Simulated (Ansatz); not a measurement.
## Counterpoise correction, worked out

The pair of HF (SMILES F, atoms 1–2) and CH5N (SMILES CN, atoms 3–9), both closed shells, in one local arrangement (a lower one may exist), relaxed at PBE0-D4/def2-TZVP:

```xyz
9
angstrom
F -0.1932 0.2560 -2.4131
H 0.4348 0.2109 -1.7367
C 0.5041 -0.2310 0.5779
N -0.9214 -0.0857 0.7738
H 1.0046 0.6061 0.0528
H 0.7064 -1.1580 0.0339
H 1.0073 -0.3227 1.5427
H -1.4080 -0.0386 -0.1121
H -1.1343 0.7629 1.2807
```

Program: Ansatz 0.2.0. Basis: def2-TZVPPD. Cores are frozen in the correlated methods.

MP2 total energies in eV:

| system | geometry | basis functions | energy |
| --- | --- | --- | --- |
| pair | pair | all | -5333.57569 |
| HF | as in the pair | all (partner as ghosts) | -2730.38492 |
| CH5N | as in the pair | all (partner as ghosts) | -2603.13625 |
| HF | as in the pair | its own | -2730.37355 |
| CH5N | as in the pair | its own | -2603.12930 |
| HF | free (PBE0-D4 minimum) | its own | -2730.37406 |
| CH5N | free (PBE0-D4 minimum) | its own | -2603.13822 |

Task: Work out the interaction energy with and without the counterpoise correction, the superposition error, and the binding energy from the relaxed fragments.

Result: Without correction: -5333.57569 − (-2730.37355) − (-2603.12930) = -0.07284 eV.
With correction (each fragment in the whole basis): -5333.57569 − (-2730.38492) − (-2603.13625) = -0.05452 eV = -1.26 kcal/mol.
The superposition error is the difference, 0.01832 eV, 25 % of the uncorrected value: each fragment borrows its partner's functions.
Deformation from the free shapes: 0.00051 eV for HF and 0.00892 eV for CH5N.
Binding energy from relaxed fragments: -0.05452 + 0.00051 + 0.00892 = -0.04509 eV = -1.04 kcal/mol (electronic, without zero-point energy; negative means bound). For comparison, the corrected interaction energy by CCSD(T) at an estimated basis limit (MP2 extrapolated from triple and quadruple zeta, plus CCSD(T) − MP2 in triple zeta) is -0.072 eV.

The T1 diagnostic stays at or below 0.011.

For scale, one of the runs: CCSD(T)/def2-TZVPPD, 216 basis functions (an equivalent command: `ansatz run in.yaml --threads 4`). Time: 59 s of wall clock on 4 CPU threads; the host was shared. Peak host memory: 3.4 GiB.
